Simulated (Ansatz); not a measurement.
System: rock-salt PbSe. Method: PBE0 in Ansatz (plane waves, PAW).

Total energies, extrapolated to zero smearing (they compare only within this program, potentials and cutoff):

```csv
system,energy (eV/atom)
"rock-salt PbSe, relaxed",-8689.3106
fcc Pb,-11906.9364
trigonal Se,-5470.4237
```

**Question.** Work out the formation enthalpy per atom.

**Answer.** ΔH_f ≈ ΔE = -8689.3106 − [1 × (-11906.9364) + 1 × (-5470.4237)]/2 = -0.631 eV/atom (0 K, no vibrations). The reference value is -0.518 ± 0.01 eV/atom (measured, 298 K, copied from a table, unchecked, no zero-point or thermal correction, our sources range from -0.533 to -0.518; as tabulated in Wang et al. (2021), doi:10.1038/s41598-021-94550-5), a difference of -0.113 eV/atom.

Spin–orbit coupling is left out; its size isn't shown.

The PAW data were made under PBE.

Ansatz is an electronic-structure program.
